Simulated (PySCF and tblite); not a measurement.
Results of a calculation; reference values are marked as such.
3 diastereomers of C₄H₆F₂, numbered alike:

```tsv
isomer	SMILES	descriptors (one enantiomer)
A	[CH3:1][CH:2]1[C@@H:3]([F:4])[C@@H:5]1[F:6]	3R, 5R
B	[CH3:1][C@H:2]1[C@H:3]([F:4])[C@@H:5]1[F:6]	2s, 3S, 5R
C	[CH3:1][C@@H:2]1[C@H:3]([F:4])[C@@H:5]1[F:6]	2r, 3S, 5R
```

Protocol: conformer search, at most 4 conformers an isomer, PBE0-D3(BJ)/def2-SVP geometries, energies PBE0/def2-TZVP (IEF-PCM, chloroform) (D3(BJ) added where defined), weights at 298.15 K with GFN2-xTB thermal terms. Programs: PySCF with density fitting and tblite.

Task: Rank the isomers by free energy at 298.15 K.

Result: 
| isomer | ΔG (kcal/mol) | ΔE, lowest conformer | conformers | largest weight % | rms dipole (D) |
| --- | --- | --- | --- | --- | --- |
| A | 0.0 | 0.0 | 1 | 100 | 1.53 |
| B | 1.8 | 1.8 | 1 | 100 | 3.36 |
| C | 2.8 | 2.7 | 1 | 100 | 3.13 |

ΔG is for one enantiomer.

Task: If they could interconvert freely, what would the mixture hold (chiral isomers as racemates)?

Result: A 97 %, B 2 %, C 0 %. A racemate gains RT ln 2.
